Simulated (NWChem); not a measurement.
# NWChem timings: CF4 (tetrafluoromethane)

The species is CF4 (5 atoms), meant as a singlet with charge 0. SMILES: `FC(F)(F)F`. The coordinates come from a PBE0-D4/def2-TZVP relaxation.

| atom | x (Å) | y (Å) | z (Å) |
| --- | --- | --- | --- |
| F | -0.8501 | 0.0253 | 0.9895 |
| C | 0.0100 | -0.0147 | -0.0083 |
| F | 1.1575 | -0.5013 | 0.4201 |
| F | -0.4640 | -0.7860 | -0.9662 |
| F | 0.1966 | 1.2030 | -0.4767 |

Program: NWChem 7.3.0. Hardware: 1 thread of Intel Xeon Platinum 8559C (Emerald Rapids), shared host, so times are rough. Two-electron integrals are exact unless an approximation is named.

**Question.** Estimate their order by wall time, quickest first.
A. gradient at B3LYP/6-31G* (spherical functions), grid xfine
B. gradient at HF/aug-cc-pVDZ
C. gradient at HF/def2-SVP
D. gradient at HF/STO-3G

**Answer.** D (1.3 s), C (4.5 s), A (13 s), B (35 s).
